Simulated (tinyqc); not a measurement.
RKS/LDA (PW92) in the sto-6g basis, for HF, spin multiplicity 1, step by step (part 1 of 2). Computed by tinyqc, a small Python program that keeps every step (integrals from PySCF). Settings: charge = 0, multiplicity = 1, basis = sto-6g, energy threshold = 1e-08, iteration cap = 73, orthogonalisation = symmetric, start = atomic densities, DIIS depth = 0, method = RKS, functional = lda,pw, grid = [20, 14]. Command: `OMP_NUM_THREADS=1 python tinyqc.py 26254 26255 out.jsonl` (the two numbers bound the seeds that draw the settings). One thread of a shared host (Intel(R) Xeon(R) Processor @ 2.60GHz), about 0.3 s of CPU time with the checks. Later iterations appear only in the table of the cycle.

## One-electron integrals

Geometry (angstrom):

| atom | x | y | z |
|---|---|---|---|
| F | 0.000000 | 0.000000 | 0.000000 |
| H | 0.000000 | 0.000000 | 0.858000 |

Basis sto-6g: exponents (1/bohr^2) and contraction coefficients of normalised primitives:

| element | l (shell) | exponent | coefficient |
|---|---|---|---|
| F | s (1) | 1728.626574 | 0.009164 |
| F | s (1) | 316.941790 | 0.049361 |
| F | s (1) | 88.668891 | 0.168538 |
| F | s (1) | 30.460157 | 0.370563 |
| F | s (1) | 11.828570 | 0.416492 |
| F | s (1) | 4.871659 | 0.130334 |
| F | s (2) | 67.032281 | -0.013253 |
| F | s (2) | 13.267438 | -0.046992 |
| F | s (2) | 4.123510 | -0.033785 |
| F | s (2) | 1.586463 | 0.250242 |
| F | s (2) | 0.689002 | 0.595117 |
| F | s (2) | 0.315820 | 0.240706 |
| F | p (3) | 67.032281 | 0.003760 |
| F | p (3) | 13.267438 | 0.037679 |
| F | p (3) | 4.123510 | 0.173897 |
| F | p (3) | 1.586463 | 0.418036 |
| F | p (3) | 0.689002 | 0.425860 |
| F | p (3) | 0.315820 | 0.101708 |
| H | s (1) | 35.523221 | 0.009164 |
| H | s (1) | 6.513144 | 0.049361 |
| H | s (1) | 1.822143 | 0.168538 |
| H | s (1) | 0.625955 | 0.370563 |
| H | s (1) | 0.243077 | 0.416492 |
| H | s (1) | 0.100112 | 0.130334 |

Overlap, kinetic and nuclear-attraction integrals over the contracted functions; the nuclear repulsion is the sum of Za Zb / Rab.

nuclear repulsion = 5.55080990 hartree

overlap S:
```
           1F 1s     1F 2s    1F 2px    1F 2py    1F 2pz     2H 1s
1F 1s   1.000000  0.232479  0.000000  0.000000  0.000000  0.057978
1F 2s   0.232479  1.000000  0.000000  0.000000  0.000000  0.492058
1F 2px  0.000000  0.000000  1.000000  0.000000  0.000000  0.000000
1F 2py  0.000000  0.000000  0.000000  1.000000  0.000000  0.000000
1F 2pz  0.000000  0.000000  0.000000  0.000000  1.000000  0.367843
2H 1s   0.057978  0.492058  0.000000  0.000000  0.367843  1.000000
```

kinetic energy T (hartree):
```
            1F 1s      1F 2s    1F 2px    1F 2py    1F 2pz     2H 1s
1F 1s   37.397730  -1.143349  0.000000  0.000000  0.000000  0.001794
1F 2s   -1.143349   1.082297  0.000000  0.000000  0.000000  0.161889
1F 2px   0.000000   0.000000  3.251325  0.000000  0.000000  0.000000
1F 2py   0.000000   0.000000  0.000000  3.251325  0.000000  0.000000
1F 2pz   0.000000   0.000000  0.000000  0.000000  3.251325  0.321330
2H 1s    0.001794   0.161889  0.000000  0.000000  0.321330  0.768522
```

nuclear attraction V (hartree):
```
             1F 1s       1F 2s      1F 2px      1F 2py      1F 2pz      2H 1s
1F 1s   -78.439208   -8.009093    0.000000    0.000000   -0.018191  -2.299532
1F 2s    -8.009093  -12.084626    0.000000    0.000000   -0.201778  -4.693642
1F 2px    0.000000    0.000000  -12.038335    0.000000    0.000000   0.000000
1F 2py    0.000000    0.000000    0.000000  -12.038335    0.000000   0.000000
1F 2pz   -0.018191   -0.201778    0.000000    0.000000  -12.175669  -3.164868
2H 1s    -2.299532   -4.693642    0.000000    0.000000   -3.164868  -6.490681
```

core Hamiltonian H = T + V (hartree):
```
             1F 1s       1F 2s     1F 2px     1F 2py     1F 2pz      2H 1s
1F 1s   -41.041479   -9.152442   0.000000   0.000000  -0.018191  -2.297739
1F 2s    -9.152442  -11.002329   0.000000   0.000000  -0.201778  -4.531752
1F 2px    0.000000    0.000000  -8.787010   0.000000   0.000000   0.000000
1F 2py    0.000000    0.000000   0.000000  -8.787010   0.000000   0.000000
1F 2pz   -0.018191   -0.201778   0.000000   0.000000  -8.924344  -2.843538
2H 1s    -2.297739   -4.531752   0.000000   0.000000  -2.843538  -5.722159
```

## Two-electron integrals

Functions are numbered as in S; the eight-fold symmetry (ij|kl) = (ji|kl) = (kl|ij) leaves the list below.

Two-electron integrals (ij|kl) in chemists' order, unique and non-zero (hartree):
```
(11|11) 5.406240   (21|11) 0.768129   (21|21) 0.138909   (22|11) 1.266271
(22|21) 0.283987   (22|22) 0.926367   (31|31) 0.029452   (32|31) 0.044681
(32|32) 0.204753   (33|11) 1.266273   (33|21) 0.283987   (33|22) 0.926366
(33|33) 0.998085   (41|41) 0.029452   (42|41) 0.044681   (42|42) 0.204753
(43|43) 0.053789   (44|11) 1.266273   (44|21) 0.283987   (44|22) 0.926366
(44|33) 0.890506   (44|44) 0.998085   (51|51) 0.029452   (52|51) 0.044681
(52|52) 0.204753   (53|53) 0.053789   (54|54) 0.053789   (55|11) 1.266273
(55|21) 0.283987   (55|22) 0.926366   (55|33) 0.890506   (55|44) 0.890506
(55|55) 0.998085   (61|11) 0.204786   (61|21) 0.035470   (61|22) 0.070832
(61|33) 0.070706   (61|44) 0.070706   (61|51) 0.001529   (61|52) 0.002974
(61|55) 0.071083   (61|61) 0.009209   (62|11) 0.470456   (62|21) 0.106867
(62|22) 0.383164   (62|33) 0.378017   (62|44) 0.378017   (62|51) 0.007630
(62|52) 0.054988   (62|55) 0.393456   (62|61) 0.027228   (62|62) 0.187942
(63|31) 0.012468   (63|32) 0.069266   (63|53) 0.011735   (63|63) 0.029111
(64|41) 0.012468   (64|42) 0.069266   (64|54) 0.011735   (64|64) 0.029111
(65|11) 0.297179   (65|21) 0.068519   (65|22) 0.262610   (65|33) 0.251037
(65|44) 0.251037   (65|51) 0.016935   (65|52) 0.106232   (65|55) 0.285756
(65|61) 0.018319   (65|62) 0.158057   (65|65) 0.161684   (66|11) 0.582529
(66|21) 0.134761   (66|22) 0.550471   (66|33) 0.531177   (66|44) 0.531177
(66|51) 0.013521   (66|52) 0.131105   (66|55) 0.589057   (66|61) 0.034685
(66|62) 0.329886   (66|65) 0.322341   (66|66) 0.774999
```

## Orthogonalisation

S = U s U^T; symmetric (Loewdin) form X = U s^(-1/2) U^T, so that X^T S X = 1.

eigenvalues of S: 0.371322  0.849759  1.000000  1.000000  1.116962  1.661957

X:
```
            1F 1s      1F 2s    1F 2px    1F 2py     1F 2pz      2H 1s
1F 1s    1.022259  -0.131489  0.000000  0.000000  -0.008146   0.022574
1F 2s   -0.131489   1.153736  0.000000  0.000000   0.097327  -0.335606
1F 2px   0.000000   0.000000  1.000000  0.000000   0.000000   0.000000
1F 2py   0.000000   0.000000  0.000000  1.000000   0.000000   0.000000
1F 2pz  -0.008146   0.097327  0.000000  0.000000   1.071426  -0.247037
2H 1s    0.022574  -0.335606  0.000000  0.000000  -0.247037   1.200335
```

## Starting guess

The start is atomic minimal-basis densities projected into this basis (PySCF's MINAO start) and scaled to the electron count of each spin; this density is not idempotent, so its energy is not variational and may lie below the converged one.

D at the start:
```
            1F 1s      1F 2s    1F 2px    1F 2py     1F 2pz      2H 1s
1F 1s    2.151308  -0.493555  0.000000  0.000000   0.015648  -0.012537
1F 2s   -0.493555   2.135111  0.000000  0.000000  -0.102681   0.025654
1F 2px   0.000000   0.000000  1.636759  0.000000   0.000000   0.000000
1F 2py   0.000000   0.000000  0.000000  1.636759   0.000000   0.000000
1F 2pz   0.015648  -0.102681  0.000000  0.000000   1.496253   0.161083
2H 1s   -0.012537   0.025654  0.000000  0.000000   0.161083   1.030993
```

## Iteration 1: exchange-correlation on the grid

Becke grid with 20 radial and 14 angular points per atom, points of zero weight dropped. rho = sum D_ij phi_i phi_j; V_xc,ij = sum w v_xc phi_i phi_j; v_xc is d(rho eps)/d rho.

The 12 grid points with the largest w rho, of 545 (bohr, atomic units):

| x | y | z | w | rho | eps_xc | v_xc |
|---|---|---|---|---|---|---|
| -0.603375 | 0.603375 | -0.603375 | 0.314608 | 0.428827 | -0.621292 | -0.814868 |
| 0.603375 | -0.603375 | -0.603375 | 0.314608 | 0.428827 | -0.621292 | -0.814868 |
| 0.603375 | 0.603375 | -0.603375 | 0.314608 | 0.428827 | -0.621292 | -0.814868 |
| -0.603375 | -0.603375 | -0.603375 | 0.314608 | 0.428827 | -0.621292 | -0.814868 |
| -0.444389 | -0.444389 | -0.444389 | 0.137629 | 0.942783 | -0.794910 | -1.044543 |
| 0.444389 | -0.444389 | -0.444389 | 0.137629 | 0.942783 | -0.794910 | -1.044543 |
| 0.444389 | 0.444389 | -0.444389 | 0.137629 | 0.942783 | -0.794910 | -1.044543 |
| -0.444389 | 0.444389 | -0.444389 | 0.137629 | 0.942783 | -0.794910 | -1.044543 |
| 0.444389 | 0.444389 | 0.444389 | 0.133530 | 0.933755 | -0.792511 | -1.041368 |
| -0.444389 | 0.444389 | 0.444389 | 0.133530 | 0.933755 | -0.792511 | -1.041368 |
| 0.444389 | -0.444389 | 0.444389 | 0.133530 | 0.933755 | -0.792511 | -1.041368 |
| -0.444389 | -0.444389 | 0.444389 | 0.133530 | 0.933755 | -0.792511 | -1.041368 |

electrons on the grid, sum of w rho = 10.037149

E_xc = sum of w rho eps_xc = -10.35558939 hartree

V_xc (hartree):
```
            1F 1s      1F 2s     1F 2px     1F 2py     1F 2pz      2H 1s
1F 1s   -3.321959  -0.431375   0.000000   0.000000  -0.000420  -0.117889
1F 2s   -0.431375  -0.910659   0.000000   0.000000  -0.011487  -0.368032
1F 2px   0.000000   0.000000  -0.907713   0.000000   0.000000   0.000000
1F 2py   0.000000   0.000000   0.000000  -0.907713   0.000000   0.000000
1F 2pz  -0.000420  -0.011487   0.000000   0.000000  -0.916752  -0.259222
2H 1s   -0.117889  -0.368032   0.000000   0.000000  -0.259222  -0.529970
```

## Iteration 1: building the Kohn-Sham matrix

J_ij = sum D_kl (ij|kl); F = H + J + V_xc; E = tr D H + tr D J / 2 + E_xc + E_nn.

Coulomb J (hartree):
```
            1F 1s     1F 2s    1F 2px    1F 2py    1F 2pz     2H 1s
1F 1s   20.331046  3.641867  0.000000  0.000000  0.011495  0.936862
1F 2s    3.641867  9.510282  0.000000  0.000000  0.131490  3.939798
1F 2px   0.000000  0.000000  9.491439  0.000000  0.000000  0.000000
1F 2py   0.000000  0.000000  0.000000  9.491439  0.000000  0.000000
1F 2pz   0.011495  0.131490  0.000000  0.000000  9.547966  2.752509
2H 1s    0.936862  3.939798  0.000000  0.000000  2.752509  5.808108
```

Kohn-Sham matrix F (hartree):
```
             1F 1s      1F 2s     1F 2px     1F 2py     1F 2pz      2H 1s
1F 1s   -24.032391  -5.941950   0.000000   0.000000  -0.007117  -1.478766
1F 2s    -5.941950  -2.402706   0.000000   0.000000  -0.081775  -0.959986
1F 2px    0.000000   0.000000  -0.203284   0.000000   0.000000   0.000000
1F 2py    0.000000   0.000000   0.000000  -0.203284   0.000000   0.000000
1F 2pz   -0.007117  -0.081775   0.000000   0.000000  -0.293130  -0.350251
2H 1s    -1.478766  -0.959986   0.000000   0.000000  -0.350251  -0.444020
```

total energy of this density = -100.20531191 hartree

This density is the starting one; it is not idempotent, so its energy is not variational and may lie below the converged one.

## Iteration 1: diagonalisation and new density

Diagonalise F' = X^T F X, C = X C', fill 5 alpha and 5 beta electrons from the bottom; D = 2 C_occ C_occ^T. Each column has its largest component positive (the first on a tie).

F' = X^T F X (hartree):
```
            1          2          3          4          5          6
1  -23.621039  -3.068601   0.000000   0.000000  -0.026615  -0.269255
2   -3.068601  -1.246114   0.000000   0.000000   0.055367  -0.466592
3    0.000000   0.000000  -0.203284   0.000000   0.000000   0.000000
4    0.000000   0.000000   0.000000  -0.203284   0.000000   0.000000
5   -0.026615   0.055367   0.000000   0.000000  -0.169839  -0.346822
6   -0.269255  -0.466592   0.000000   0.000000  -0.346822   0.037070
```

orbital energies (hartree): MO1 -24.038774, MO2 -1.014243, MO3 -0.363899, MO4 -0.203284, MO5 -0.203284, MO6 0.416994

coefficients C:
```
              MO1        MO2        MO3       MO4        MO5        MO6
1F 1s    0.995708  -0.240404   0.072256  0.000000   0.000000   0.091811
1F 2s    0.019447   0.932111  -0.392989  0.000000   0.000000  -0.668468
1F 2px   0.000000   0.000000   0.000000  0.056965   0.998376   0.000000
1F 2py   0.000000   0.000000   0.000000  0.998376  -0.056965   0.000000
1F 2pz   0.002623   0.098554   0.782623  0.000000   0.000000  -0.772205
2H 1s   -0.006313   0.150841   0.402085  0.000000   0.000000   1.196038
```

D after iteration 1:
```
            1F 1s      1F 2s    1F 2px    1F 2py     1F 2pz      2H 1s
1F 1s    2.108898  -0.466233  0.000000  0.000000   0.070937  -0.026991
1F 2s   -0.466233   2.047298  0.000000  0.000000  -0.431296  -0.035075
1F 2px   0.000000   0.000000  2.000000  0.000000   0.000000   0.000000
1F 2py   0.000000   0.000000  0.000000  2.000000   0.000000   0.000000
1F 2pz   0.070937  -0.431296  0.000000  0.000000   1.244437   0.659061
2H 1s   -0.026991  -0.035075  0.000000  0.000000   0.659061   0.368930
```

Within a degenerate level the vectors are fixed only up to a rotation; this is one choice.

## Iteration 2: exchange-correlation on the grid

As before.

The 12 grid points with the largest w rho, of 545 (bohr, atomic units):

| x | y | z | w | rho | eps_xc | v_xc |
|---|---|---|---|---|---|---|
| 0.603375 | 0.603375 | -0.603375 | 0.314608 | 0.479740 | -0.643406 | -0.844101 |
| -0.603375 | -0.603375 | -0.603375 | 0.314608 | 0.479740 | -0.643406 | -0.844101 |
| 0.603375 | -0.603375 | -0.603375 | 0.314608 | 0.479740 | -0.643406 | -0.844101 |
| -0.603375 | 0.603375 | -0.603375 | 0.314608 | 0.479740 | -0.643406 | -0.844101 |
| 0.444389 | 0.444389 | -0.444389 | 0.137629 | 1.058299 | -0.824310 | -1.083468 |
| -0.444389 | -0.444389 | -0.444389 | 0.137629 | 1.058299 | -0.824310 | -1.083468 |
| 0.444389 | -0.444389 | -0.444389 | 0.137629 | 1.058299 | -0.824310 | -1.083468 |
| -0.444389 | 0.444389 | -0.444389 | 0.137629 | 1.058299 | -0.824310 | -1.083468 |
| 0.000000 | 1.045076 | 0.000000 | 0.279004 | 0.487148 | -0.646489 | -0.848178 |
| 0.000000 | -1.045076 | 0.000000 | 0.279004 | 0.487148 | -0.646489 | -0.848178 |
| 1.045076 | 0.000000 | 0.000000 | 0.279004 | 0.487148 | -0.646489 | -0.848178 |
| -1.045076 | 0.000000 | 0.000000 | 0.279004 | 0.487148 | -0.646489 | -0.848178 |

electrons on the grid, sum of w rho = 10.037429

E_xc = sum of w rho eps_xc = -10.45957920 hartree

V_xc (hartree):
```
            1F 1s      1F 2s     1F 2px     1F 2py     1F 2pz      2H 1s
1F 1s   -3.306969  -0.432855   0.000000   0.000000   0.001983  -0.117846
1F 2s   -0.432855  -0.924288   0.000000   0.000000   0.004493  -0.362930
1F 2px   0.000000   0.000000  -0.929249   0.000000   0.000000   0.000000
1F 2py   0.000000   0.000000   0.000000  -0.929249   0.000000   0.000000
1F 2pz   0.001983   0.004493   0.000000   0.000000  -0.914560  -0.243743
2H 1s   -0.117846  -0.362930   0.000000   0.000000  -0.243743  -0.481266
```

## Iteration 2: building the Kohn-Sham matrix

As before.

Coulomb J (hartree):
```
            1F 1s     1F 2s    1F 2px    1F 2py     1F 2pz     2H 1s
1F 1s   20.480852  3.691760  0.000000  0.000000  -0.007671  0.947285
1F 2s    3.691760  9.678982  0.000000  0.000000   0.014099  3.947687
1F 2px   0.000000  0.000000  9.684070  0.000000   0.000000  0.000000
1F 2py   0.000000  0.000000  0.000000  9.684070   0.000000  0.000000
1F 2pz  -0.007671  0.014099  0.000000  0.000000   9.668803  2.690953
2H 1s    0.947285  3.947687  0.000000  0.000000   2.690953  5.662184
```

Kohn-Sham matrix F (hartree):
```
             1F 1s      1F 2s     1F 2px     1F 2py     1F 2pz      2H 1s
1F 1s   -23.867596  -5.893538   0.000000   0.000000  -0.023878  -1.468300
1F 2s    -5.893538  -2.247635   0.000000   0.000000  -0.183186  -0.946995
1F 2px    0.000000   0.000000  -0.032189   0.000000   0.000000   0.000000
1F 2py    0.000000   0.000000   0.000000  -0.032189   0.000000   0.000000
1F 2pz   -0.023878  -0.183186   0.000000   0.000000  -0.170101  -0.396328
2H 1s    -1.468300  -0.946995   0.000000   0.000000  -0.396328  -0.541241
```

total energy of this density = -99.13716589 hartree

## Iteration 2: diagonalisation and new density

As before.

F' = X^T F X (hartree):
```
            1          2          3          4          5          6
1  -23.458716  -3.058075   0.000000   0.000000  -0.033029  -0.265676
2   -3.058075  -1.089795   0.000000   0.000000  -0.033376  -0.447367
3    0.000000   0.000000  -0.032189   0.000000   0.000000   0.000000
4    0.000000   0.000000   0.000000  -0.032189   0.000000   0.000000
5   -0.033029  -0.033376   0.000000   0.000000  -0.030186  -0.376585
6   -0.265676  -0.447367   0.000000   0.000000  -0.376585  -0.077883
```

orbital energies (hartree): MO1 -23.873709, MO2 -0.931657, MO3 -0.246576, MO4 -0.032189, MO5 -0.032189, MO6 0.395363

coefficients C:
```
              MO1        MO2        MO3        MO4       MO5        MO6
1F 1s    0.995809  -0.220126  -0.126444   0.000000  0.000000   0.082456
1F 2s    0.019075   0.823287   0.648037   0.000000  0.000000  -0.610231
1F 2px   0.000000   0.000000   0.000000  -0.159200  0.987246   0.000000
1F 2py   0.000000   0.000000   0.000000   0.987246  0.159200   0.000000
1F 2pz   0.003441   0.209556  -0.631774   0.000000  0.000000  -0.880600
2H 1s   -0.006475   0.261637  -0.536624   0.000000  0.000000   1.121834
```

D after iteration 2:
```
            1F 1s      1F 2s    1F 2px    1F 2py     1F 2pz      2H 1s
1F 1s    2.112159  -0.488344  0.000000  0.000000   0.074365   0.007624
1F 2s   -0.488344   2.196235  0.000000  0.000000  -0.473645  -0.264947
1F 2px   0.000000   0.000000  2.000000  0.000000   0.000000   0.000000
1F 2py   0.000000   0.000000  0.000000  2.000000   0.000000   0.000000
1F 2pz   0.074365  -0.473645  0.000000  0.000000   0.886127   0.787660
2H 1s    0.007624  -0.264947  0.000000  0.000000   0.787660   0.712922
```

Within a degenerate level the vectors are fixed only up to a rotation; this is one choice.

## Iteration 28 (converged): orbitals

converged F (hartree):
```
             1F 1s      1F 2s     1F 2px     1F 2py     1F 2pz      2H 1s
1F 1s   -23.985408  -5.918559   0.000000   0.000000  -0.022427  -1.474455
1F 2s    -5.918559  -2.309702   0.000000   0.000000  -0.166107  -0.960316
1F 2px    0.000000   0.000000  -0.093255   0.000000   0.000000   0.000000
1F 2py    0.000000   0.000000   0.000000  -0.093255   0.000000   0.000000
1F 2pz   -0.022427  -0.166107   0.000000   0.000000  -0.234169  -0.394780
2H 1s    -1.474455  -0.960316   0.000000   0.000000  -0.394780  -0.526625
```

As before.

F' = X^T F X (hartree):
```
            1          2          3          4          5          6
1  -23.576367  -3.061857   0.000000   0.000000  -0.032988  -0.267350
2   -3.061857  -1.152349   0.000000   0.000000  -0.020897  -0.453085
3    0.000000   0.000000  -0.093255   0.000000   0.000000   0.000000
4    0.000000   0.000000   0.000000  -0.093255   0.000000   0.000000
5   -0.032988  -0.020897   0.000000   0.000000  -0.100065  -0.369030
6   -0.267350  -0.453085   0.000000   0.000000  -0.369030  -0.055109
```

orbital energies (hartree): MO1 -23.991415, MO2 -0.972689, MO3 -0.297216, MO4 -0.093255, MO5 -0.093255, MO6 0.377430

coefficients C:
```
              MO1        MO2        MO3       MO4        MO5        MO6
1F 1s    0.995851  -0.226031   0.112776  0.000000   0.000000   0.085736
1F 2s    0.018884   0.857302  -0.579015  0.000000   0.000000  -0.632390
1F 2px   0.000000   0.000000   0.000000  0.999989  -0.004661   0.000000
1F 2py   0.000000   0.000000   0.000000  0.004661   0.999989   0.000000
1F 2pz   0.003337   0.197156   0.689499  0.000000   0.000000  -0.839184
2H 1s   -0.006384   0.223568   0.480362  0.000000   0.000000   1.155076
```

D after iteration 28:
```
            1F 1s      1F 2s    1F 2px    1F 2py     1F 2pz      2H 1s
1F 1s    2.111056  -0.480541  0.000000  0.000000   0.073039  -0.005434
1F 2s   -0.480541   2.141163  0.000000  0.000000  -0.460291  -0.173184
1F 2px   0.000000   0.000000  2.000000  0.000000   0.000000   0.000000
1F 2py   0.000000   0.000000  0.000000  2.000000   0.000000   0.000000
1F 2pz   0.073039  -0.460291  0.000000  0.000000   1.028580   0.750530
2H 1s   -0.005434  -0.173184  0.000000  0.000000   0.750530   0.561542
```

Within a degenerate level the vectors are fixed only up to a rotation; this is one choice.
